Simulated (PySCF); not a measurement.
# One shape, several levels: CH4FSi− (SMILES C[SiH-]F)

We compute a comparison of 3 runs (HF-D3(BJ)/6-31++G**, HF-D3(BJ)/dyall-v2z, HF-D3(BJ)/cc-pVQZ) of CH4FSi−. Input form: a Python script.

Program for the calculation: PySCF 2.14.0.

5 further runs of the same task are left out: 1 that didn't finish, 4 set aside as unsound or not needed.

## 1. Starting point

The species is CH4FSi− (7 atoms), meant as a singlet with charge -1. SMILES: `C[SiH-]F`. The shape is that of a GFN2-xTB optimisation.

Bond lengths: C1–Si2 1.920 Å, Si2–F3 1.726 Å, C1–H4 1.095 Å, C1–H5 1.096 Å, C1–H6 1.098 Å, Si2–H7 1.522 Å. Angles: C1–Si2–F3 98.7°, C1–Si2–H7 99.7°, F3–Si2–H7 94.5°, Si2–C1–H4 111.2°, Si2–C1–H5 109.2°, Si2–C1–H6 115.2°, H4–C1–H5 106.6°, H4–C1–H6 106.9°, H5–C1–H6 107.3°.

## 2. Localised orbitals at HF-D3(BJ)/6-31++G(d,p) (density fitting with cc-pvtz-jkfit, Cartesian functions, IEF-PCM aniline) (run 1)

calc.py reads:

```python
import numpy
from pyscf import gto, lo, solvent

mol = gto.M(
    atom='''
C     -0.619000     0.374770    -0.292140
Si     0.995600    -0.664820    -0.301260
F      0.619160    -1.743790     0.991740
H     -1.448800    -0.178770    -0.743640
H     -0.473380     1.273380    -0.902000
H     -0.956350     0.705050     0.699130
H      1.882770     0.234180     0.548170
''',
    cart=True,
    basis='6-31++g**',
    charge=-1,
    max_memory=1860,
    verbose=3,
)

myscf = mol.RHF()
myscf = myscf.density_fit(auxbasis='cc-pvtz-jkfit')
myscf = myscf.PCM()
myscf.with_solvent.method = 'IEF-PCM'
myscf.with_solvent.eps = 6.8882
myscf.disp = 'd3bj'
myscf.kernel()

etot = myscf.e_tot
print('Final energy', etot)
occ = myscf.mo_coeff[:, 0:mol.nelec[0]]
loc = lo.ibo.ibo(mol, occ)
r1 = numpy.einsum('xij,ip,jp->px', mol.intor('int1e_r'), loc, loc)
spread = numpy.einsum('ij,ip,jp->p', mol.intor('int1e_r2'), loc, loc) - (r1 ** 2).sum(1)
centres = r1 * 0.529177
print('orbital  centre (A)  spread (bohr^2)')
for i, (c, s) in enumerate(zip(centres, spread), 1):
    print('%3d %9.4f %9.4f %9.4f %9.4f' % (i, *c, s))
```

Command:

```console
$ OMP_NUM_THREADS=1 python calc.py
```

Output:

```text
WARN: PCM is an experimental feature. It is still in testing.
Features and APIs may be changed in the future.

converged SCF energy = -428.709226005281
Final energy -428.7092260052809
 Iterative localization: IB/P4/2x2, 8 iter; Final gradient 2.46e-10
orbital  centre (A)  spread (bohr^2)
  1    0.9957   -0.6649   -0.3012    0.0182
  2    0.6192   -1.7439    0.9917    0.0484
  3   -0.6194    0.3751   -0.2922    0.1254
  4    0.8925   -0.6108   -0.2271    0.4397
  5    0.9987   -0.6526   -0.3082    0.3629
  6    1.0822   -0.6668   -0.2625    0.3379
  7    1.0196   -0.7361   -0.4171    0.3138
  8    0.5314   -1.8096    1.2568    1.4021
  9   -1.1783   -0.0118   -0.6012    2.6029
 10    0.7102   -1.4953    0.6868    1.4807
 11    0.6388   -1.7272    0.9753    1.9575
 12    0.6317   -1.8317    0.9186    1.9011
 13    1.7371    0.0906    0.4030    3.5891
 14   -0.8398    0.5937    0.3872    2.6880
 15   -0.5082    0.9848   -0.7107    2.6312
 16   -0.0543    0.0118   -0.2792    3.6098
 17    1.2773   -1.0123   -0.9972    6.5673
```

Wall time 11 s (1 thread of Arm Neoverse V2, shared host); peak memory 0.28 GiB.

## 3. Localised orbitals at HF-D3(BJ)/dyall-v2z (density fitting with cc-pvtz-jkfit, Cartesian functions, IEF-PCM aniline) (run 2)

run.py reads:

```python
import numpy
from pyscf import gto, scf, lo, solvent

mol = gto.M(
    atom='''
C     -0.619000     0.374770    -0.292140
Si     0.995600    -0.664820    -0.301260
F      0.619160    -1.743790     0.991740
H     -1.448800    -0.178770    -0.743640
H     -0.473380     1.273380    -0.902000
H     -0.956350     0.705050     0.699130
H      1.882770     0.234180     0.548170
''',
    spin=0,
    basis='dyall-v2z',
    max_memory=1860,
    verbose=3,
    charge=-1,
    cart=True,
)

mf = scf.RHF(mol)
mf = mf.density_fit(auxbasis='cc-pvtz-jkfit')
mf = mf.PCM()
mf.with_solvent.method = 'IEF-PCM'
mf.with_solvent.eps = 6.8882
mf.disp = 'd3bj'
mf.level_shift = 0.2
mf.kernel()

etot = mf.e_tot
print(f'total energy: {etot:.8f} hartree')
occ = mf.mo_coeff[:, 0:mol.nelec[0]]
loc = lo.ibo.ibo(mol, occ)
r1 = numpy.einsum('xij,ip,jp->px', mol.intor('int1e_r'), loc, loc)
spread = numpy.einsum('ij,ip,jp->p', mol.intor('int1e_r2'), loc, loc) - (r1 ** 2).sum(1)
centres = r1 * 0.529177
print('orbital  centre (A)  spread (bohr^2)')
for i, (c, s) in enumerate(zip(centres, spread), 1):
    print('%3d %9.4f %9.4f %9.4f %9.4f' % (i, *c, s))
```

Command:

```console
$ OMP_NUM_THREADS=1 python run.py
```

Output:

```text
WARN: PCM is an experimental feature. It is still in testing.
Features and APIs may be changed in the future.

converged SCF energy = -428.757478076766
total energy: -428.75747808 hartree
 Iterative localization: IB/P4/2x2, 8 iter; Final gradient 2.44e-10
orbital  centre (A)  spread (bohr^2)
  1    1.1004   -0.7331   -0.3724    0.2881
  2    0.6192   -1.7438    0.9917    0.0484
  3   -0.6195    0.3751   -0.2922    0.1253
  4    0.8906   -0.6100   -0.2322    0.4294
  5    0.9981   -0.6554   -0.3067    0.3627
  6    1.0053   -0.6659   -0.2983    0.0395
  7    0.9940   -0.6663   -0.3052    0.3607
  8    0.5307   -1.8148    1.2555    1.3492
  9   -1.1790   -0.0137   -0.6024    2.5907
 10    0.7091   -1.4945    0.6888    1.4728
 11    0.6387   -1.7269    0.9757    1.9440
 12    0.6318   -1.8278    0.9211    1.8655
 13    1.7387    0.0939    0.4071    3.5544
 14   -0.8418    0.5955    0.3891    2.6536
 15   -0.5070    0.9859   -0.7121    2.6159
 16   -0.0591    0.0171   -0.2733    3.5962
 17    1.2637   -0.9947   -0.9527    5.8717
```

Wall time 21 s (1 thread of Arm Neoverse V2, shared host); peak memory 0.39 GiB.

## 4. Localised orbitals at HF-D3(BJ)/cc-pVQZ (density fitting with cc-pvtz-jkfit, IEF-PCM aniline) (run 3)

run.py reads:

```python
import numpy
from pyscf import gto, lo, solvent

mol = gto.Mole()
mol.atom = '''
C     -0.619000     0.374770    -0.292140
Si     0.995600    -0.664820    -0.301260
F      0.619160    -1.743790     0.991740
H     -1.448800    -0.178770    -0.743640
H     -0.473380     1.273380    -0.902000
H     -0.956350     0.705050     0.699130
H      1.882770     0.234180     0.548170
'''
mol.charge = -1
mol.basis = 'cc-pvqz'
mol.max_memory = 1860
mol.verbose = 3
mol.spin = 0
mol.build()

calc0 = mol.RHF()
calc0 = calc0.density_fit(auxbasis='cc-pvtz-jkfit')
calc0 = calc0.PCM()
calc0.with_solvent.method = 'IEF-PCM'
calc0.with_solvent.eps = 6.8882  # aniline
calc0.disp = 'd3bj'
calc0.kernel()

energy = calc0.e_tot
print('Final energy', energy)
occ = calc0.mo_coeff[:, 0:mol.nelec[0]]
loc = lo.ibo.ibo(mol, occ)
r1 = numpy.einsum('xij,ip,jp->px', mol.intor('int1e_r'), loc, loc)
spread = numpy.einsum('ij,ip,jp->p', mol.intor('int1e_r2'), loc, loc) - (r1 ** 2).sum(1)
centres = r1 * 0.529177
print('orbital  centre (A)  spread (bohr^2)')
for i, (c, s) in enumerate(zip(centres, spread), 1):
    print('%3d %9.4f %9.4f %9.4f %9.4f' % (i, *c, s))
```

Command:

```console
$ OMP_NUM_THREADS=1 python run.py
```

Output:

```text
WARN: PCM is an experimental feature. It is still in testing.
Features and APIs may be changed in the future.

converged SCF energy = -428.795169008407
Final energy -428.79516900840736
 Iterative localization: IB/P4/2x2, 8 iter; Final gradient 2.31e-10
orbital  centre (A)  spread (bohr^2)
  1    1.0776   -0.6678   -0.2654    0.3237
  2    0.6192   -1.7438    0.9916    0.0483
  3   -0.6195    0.3751   -0.2922    0.1252
  4    0.8928   -0.6110   -0.2281    0.4400
  5    0.9986   -0.6532   -0.3078    0.3630
  6    0.9992   -0.6644   -0.2985    0.0401
  7    1.0206   -0.7350   -0.4161    0.3096
  8    0.5315   -1.8105    1.2545    1.3790
  9   -1.1784   -0.0141   -0.6026    2.5808
 10    0.7101   -1.4959    0.6873    1.4482
 11    0.6400   -1.7240    0.9705    1.9384
 12    0.6329   -1.8258    0.9158    1.8788
 13    1.7410    0.0957    0.4027    3.5227
 14   -0.8400    0.5946    0.3893    2.6559
 15   -0.5062    0.9854   -0.7122    2.6063
 16   -0.0612    0.0177   -0.2783    3.5569
 17    1.2797   -1.0069   -1.0004    6.2599
```

Wall time 49 s (1 thread of Arm Neoverse V2, shared host); peak memory 0.97 GiB.

## 5. Overview of the runs

| run | level | level shift | Cartesian functions | energy (Eh) | HOMO energy (eV) | LUMO energy (eV) | HOMO–LUMO gap (eV) | wall time |
| --- | --- | --- | --- | --- | --- | --- | --- | --- |
| 1 | HF-D3(BJ)/6-31++G** (density fitting with cc-pvtz-jkfit, Cartesian functions, IEF-PCM aniline) | – | yes | -428.709226 | -6.02 | 1.89 | 7.91 | 11 s |
| 2 | HF-D3(BJ)/dyall-v2z (density fitting with cc-pvtz-jkfit, Cartesian functions, IEF-PCM aniline) | 0.2 | yes | -428.757478 | -5.90 | 4.55 | 10.45 | 21 s |
| 3 | HF-D3(BJ)/cc-pVQZ (density fitting with cc-pvtz-jkfit, IEF-PCM aniline) | – | no | -428.795169 | -5.98 | 3.75 | 9.73 | 49 s |

## 6. Results

```
                                                    quantity          value
                                         run 3: total energy  -428.79517 Eh
                                          run 3: HOMO energy       -5.98 eV
                                          run 3: LUMO energy        3.75 eV
run 3: HOMO–LUMO gap (to an unbound level, set by the basis)        9.73 eV
                                    run 3: dispersion energy  -94.83 kJ/mol
                           run 3: solvent term in the energy  -213.5 kJ/mol
```

The HOMO–LUMO gap runs from 7.91 eV (HF-D3(BJ)/6-31++G**) to 10.45 eV (HF-D3(BJ)/dyall-v2z). The empty levels of an anion lie above zero and hang on the basis. In run 2 relativity is left out where basis or elements ask for it. All runs together took 80 s, the longest 49 s.
